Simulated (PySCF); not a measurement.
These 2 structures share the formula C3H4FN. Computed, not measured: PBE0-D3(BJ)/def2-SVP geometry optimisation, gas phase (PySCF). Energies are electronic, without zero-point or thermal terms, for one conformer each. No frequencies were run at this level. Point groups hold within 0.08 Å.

Question: Rank from lowest to highest electronic energy at this level (kJ/mol).
A. `[F:1][CH2:2][C@H:3]1[CH:4]=[N:5]1` with F1–C2–C3–C4 80°
B. `C[C@@H](F)C#N`

Answer: B (0.0), A (155.3).

As drawn, the lower has a C≡N group, which the higher lacks; the higher has a three-membered ring and a C=N bond, which the lower lacks.

```json
{"SMILES": "C[C@@H](F)C#N", "E (Eh)": "-270.79209", "E rel (kJ/mol)": "0.0", "dipole (D)": "3.49", "point group": "C1", "A, B, C (MHz)": "8875, 4009, 2983"}
{"SMILES": "FC[C@H]1C=N1", "E (Eh)": "-270.73294", "E rel (kJ/mol)": "155.3", "dipole (D)": "0.88", "point group": "C1", "A, B, C (MHz)": "16105, 3348, 3059"}
```

How do the relative energies change in single points at PBE0/pcSseg-1 (no added dispersion term) on the same geometries?

```
       SMILES  PBE0-D3(BJ)/def2-SVP (kJ/mol)  PBE0/pcSseg-1 (kJ/mol)  shift
C[C@@H](F)C#N                            0.0                     0.0    0.0
 FC[C@H]1C=N1                          155.3                   160.5   +5.2
```

Each column counts from its own lowest isomer. The order is unchanged; the largest shift is 5.2 kJ/mol.
